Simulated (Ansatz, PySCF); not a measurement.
Process, species as SMILES: [SiH3] (SiH3) → [SiH3] (SiH3) as singlet, charge -1 (an electron is taken up)
Structures are relaxed separately at B3LYP-D3(BJ)/def2-TZVP in Ansatz (a program for electronic structure).
Geometry of the first species:
```
Si
H 1 1.4828
H 1 1.4828 2 111.02
H 1 1.4828 2 111.02 3 124.02
```
Charge 0, spin multiplicity 2.

Wanted: adiabatic electron affinity (0 K, with B3LYP-D3(BJ) harmonic zero-point energies from PySCF), positive where the reaction releases energy, in eV. Valence correlation only, unless marked. UHF or UKS for open shells. Spin-orbit coupling is left out. Non-relativistic. Anions need diffuse functions: aug- sets have them; def2-D sets add few; the other sets have none. CBS(X,Y): correlation extrapolated as X^-3; Hartree-Fock from the larger set. [CCSD(T)-MP2]/basis is that difference in the basis named.

| level | program | adiabatic electron affinity (eV) | minus last row |
|---|---|---|---|
| HF/6-31G* | Ansatz | 0.05 | -1.32 |
| M06-L/def2-TZVPD | PySCF | 1.17 | -0.20 |
| CCSD/cc-pVTZ | Ansatz | 1.10 | -0.27 |
| CCSD/def2-TZVPPD | Ansatz | 1.20 | -0.17 |
| CCSD/CBS(def2-TZVPPD,def2-QZVPPD) | Ansatz | 1.28 | -0.09 |
| RI-MP2/CBS(aug-cc-pV(T+d)Z,aug-cc-pV(Q+d)Z)+[CCSD(T)-MP2]/aug-cc-pV(D+d)Z | Ansatz | 1.43 | 0.06 |
| CCSD(T)/CBS(def2-TZVPPD,def2-QZVPPD) | Ansatz | 1.37 | 0.00 |
